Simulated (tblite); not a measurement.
Run record: tight-binding relaxation, `[O]CS(=O)(=O)O` [radical].

Computed with GFN2-xTB geometry optimisation, gas phase (tblite 0.8.0). Start geometry: from a force field or distance geometry. A driver script takes a list of jobs; this job's settings line and coordinates (Å) are shown.

Command:
```bash
OMP_NUM_THREADS=1 python probes_run.py task.json out
```

Input:
```
{"job": {"kind": "relax", "xc": "GFN2-xTB", "basis": "xTB"}, "charge": 0, "multiplicity": 2}
O     -0.812200    -1.572100    -0.142400
C     -0.996300    -0.230500    -0.128800
S      0.655700     0.675100     0.094500
O      0.712800     1.325500     1.381700
O      0.991200     1.394200    -1.112500
O      1.558800    -0.661200     0.148900
H     -1.401100     0.263900    -1.016300
H     -1.584900     0.212700     0.695600
H      0.889400    -1.401600     0.054300
```

Output:
```
step      E/eV     max force
  0    -627.91593    3.783
  1    -628.21326    1.636
  2    -628.30409    1.224
  3    -628.34884    0.597
  4    -628.37487    0.294
  5    -628.38029    0.193
  6    -628.38300    0.160
  7    -628.38607    0.162
  8    -628.39018    0.188
  9    -628.39284    0.172
 10    -628.39450    0.120
 11    -628.39568    0.102
 12    -628.39675    0.090
 13    -628.39739    0.076
 14    -628.39768    0.074
 15    -628.39793    0.068
 16    -628.39829    0.064
 17    -628.39870    0.065
 18    -628.39897    0.037
 19    -628.39906    0.021
 20    -628.39909    0.014
 21    -628.39911    0.014
 22    -628.39913    0.010
 23    -628.39914    0.008
```

«max force» is the largest atomic force in eV/Å.

Problem. From which step on does the largest force stay under 0.1 eV/Å, and how much energy is left to gain from there?

Solution. From step 12 (0.090 eV/Å), 2.4 meV above the end.

In short: energy lowered by 11.1 kcal/mol over 23 steps; largest atomic force 0.008 eV/Å at the end.

Problem. Give the final coordinates.

Solution. 0.091 Å rms from the input after alignment:
```
atom  x, y, z in Å
O1    -0.7800   -1.4250   -0.1361
C2    -1.1177   -0.2084   -0.1339
S3     0.6857    0.6147    0.0919
O4     0.6946    1.2910    1.3478
O5     0.9674    1.3625   -1.0897
O6     1.5980   -0.6628    0.1569
H7    -1.4210    0.2633   -1.0801
H8    -1.6234    0.2039    0.7515
H9     1.0100   -1.4333    0.0664
```

Hardware: Intel Xeon Platinum 8259CL at 2.50 GHz, one thread, shared host with 96 logical CPUs at a one-minute load of 33. Cost: 0.15 s of wall time.
Labels such as C1 count atoms from 1, the log's own numbers from 0.
